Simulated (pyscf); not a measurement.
Structures and frequencies: ωB97X-D3(BJ)/def2-SVP in PySCF.

Task: Estimate by transition-state theory (the high-pressure limit) the rate constant of F–CH(F)–CH₂–CH₂–Br (SMILES FC(F)CCBr) → H₃C–CH₂–Br (SMILES CCBr) + F–C:–F (SMILES F[C]F) [singlet] (singlet surface; C–C, C–H broken, C–H formed) at 1200 K, with ωB97M-D3(BJ)/def2-TZVP energies (ideal gas, 1 atm, RRHO with modes under 100 cm⁻¹ raised to 100, one conformer, R ln 2 for rigid chiral ones; no tunnelling).

Result: The electronic barrier is 125.2 kcal/mol and the thermal terms add -6.2, so ΔG‡ = 119.0 kcal/mol. With k_BT/h = 2.50e+13 s⁻¹ and RT = 2.385 kcal/mol, k = 5.4e-09 s⁻¹. Wigner's tunnelling factor for 1158i cm⁻¹ would be 1.08. A shift of 1 kcal/mol in the barrier changes k by a factor 1.5. The same reactants have a lower exit, to •H₂C–CH₂–CH(F)–F + Br• (no saddle counted: cutting one bond costs +73.9 kcal/mol at ωB97M-D3(BJ), against +125.2 kcal/mol here). One saddle was located; it need not be the lowest between these sides. Elements up to Kr have no core potential and no relativistic terms here.
